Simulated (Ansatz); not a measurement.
Relaxation of H₅N₂Si (8 atoms, charge -1, multiplicity 1), to a largest force component of 0.015 eV/Å in at most 40 steps.

Theory: Ansatz, RKS PBE/def2-SVP.

```xyz
8
Properties=species:S:1:pos:R:3
N -1.257 0.416 -1.274
Si 0.089 0.489 -0.328
N 0.603 -1.000 0.536
H -2.090 0.024 -0.839
H 1.299 0.788 -1.148
H 0.186 1.546 0.801
H 1.340 -0.844 1.215
H -0.170 -1.421 1.037
```

Q: Where does it end, and by what steps?

A: The forces met the threshold. Limits of this set-up: an anion without diffuse functions, the dipole of an ion depends on the origin. After 23 steps the energy has fallen by 0.219 eV; H7 moved furthest, 1.13 Å.

```json
{"step": "0", "energy less start (eV)": "0.0000", "largest force component (eV/Å)": "0.863", "accepted": "yes"}
{"step": "1", "energy less start (eV)": "-0.0847", "largest force component (eV/Å)": "0.627", "accepted": "yes"}
{"step": "2", "energy less start (eV)": "-0.0975", "largest force component (eV/Å)": "0.977", "accepted": "yes"}
{"step": "3", "energy less start (eV)": "-0.0582", "largest force component (eV/Å)": "0.921", "accepted": "no"}
{"step": "4", "energy less start (eV)": "-0.1220", "largest force component (eV/Å)": "0.373", "accepted": "yes"}
{"step": "5", "energy less start (eV)": "-0.1291", "largest force component (eV/Å)": "0.143", "accepted": "yes"}
{"step": "6", "energy less start (eV)": "-0.1313", "largest force component (eV/Å)": "0.372", "accepted": "yes"}
{"step": "7", "energy less start (eV)": "-0.1294", "largest force component (eV/Å)": "0.868", "accepted": "no"}
{"step": "8", "energy less start (eV)": "-0.1516", "largest force component (eV/Å)": "0.269", "accepted": "yes"}
{"step": "9", "energy less start (eV)": "-0.1648", "largest force component (eV/Å)": "0.260", "accepted": "yes"}
{"step": "10", "energy less start (eV)": "-0.1669", "largest force component (eV/Å)": "0.734", "accepted": "yes"}
{"step": "11", "energy less start (eV)": "-0.1930", "largest force component (eV/Å)": "0.213", "accepted": "yes"}
{"step": "12", "energy less start (eV)": "-0.1821", "largest force component (eV/Å)": "0.717", "accepted": "no"}
{"step": "13", "energy less start (eV)": "-0.2080", "largest force component (eV/Å)": "0.254", "accepted": "yes"}
{"step": "14", "energy less start (eV)": "-0.2123", "largest force component (eV/Å)": "0.216", "accepted": "yes"}
{"step": "15", "energy less start (eV)": "-0.2087", "largest force component (eV/Å)": "0.323", "accepted": "no"}
{"step": "16", "energy less start (eV)": "-0.2172", "largest force component (eV/Å)": "0.064", "accepted": "yes"}
{"step": "17", "energy less start (eV)": "-0.2180", "largest force component (eV/Å)": "0.048", "accepted": "yes"}
{"step": "18", "energy less start (eV)": "-0.2172", "largest force component (eV/Å)": "0.125", "accepted": "no"}
{"step": "19", "energy less start (eV)": "-0.2187", "largest force component (eV/Å)": "0.027", "accepted": "yes"}
{"step": "20", "energy less start (eV)": "-0.2188", "largest force component (eV/Å)": "0.058", "accepted": "yes"}
{"step": "21", "energy less start (eV)": "-0.2189", "largest force component (eV/Å)": "0.018", "accepted": "yes"}
{"step": "22", "energy less start (eV)": "-0.2189", "largest force component (eV/Å)": "0.025", "accepted": "yes"}
{"step": "23", "energy less start (eV)": "-0.2190", "largest force component (eV/Å)": "0.006", "accepted": "yes"}
```

```xyz
8
Properties=species:S:1:pos:R:3
N -1.344 0.301 -1.133
Si 0.134 0.477 -0.356
N 0.827 -0.830 0.749
H -2.121 0.315 -0.445
H 1.236 0.601 -1.411
H 0.426 1.667 0.622
H 0.296 -0.795 1.635
H 0.545 -1.737 0.338
```

The run took 87 s on 1 thread of Intel(R) Xeon(R) Processor @ 2.50GHz (Skylake/Cascade Lake) (shared host), peak memory 0.13 GiB.
